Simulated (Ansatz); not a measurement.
C2H5NO2 can be A, `COC(=N)O`, or B, `NC(=O)CO`.

Calculated with Ansatz (gas phase, PBE0-D4/def2-TZVP geometries, no zero-point term in ΔE). CBS: MP2 limit from def2 TZ/QZ plus the TZ coupled-cluster correction, frozen cores. Functionals use def2-TZVPP. B3LYP here is the variant with VWN-RPA as its local correlation; programs differ in this. One conformer a species, not always the lowest.

Problem. Which is lower in electronic energy at CCSD(T)/CBS, and by how much? (An estimate is asked.)

Solution. Computed: B, by 56.3 kJ/mol.

Problem. Give E(B) − E(A) in kJ/mol with B3LYP, HF/def2-TZVPP, ωB97M-V, CCSD(T)/def2-TZVPP, B2PLYP, CCSD/def2-TZVPP, r2SCAN-D4. (An estimate is asked.)

Solution. Computed: B3LYP -57.6, HF/def2-TZVPP -52.6, ωB97M-V -55.8, CCSD(T)/def2-TZVPP -52.5, B2PLYP -57.3, CCSD/def2-TZVPP -53.3, r2SCAN-D4 -54.3. None reverses the order clearly.

Largest T1 diagnostic: 0.014.
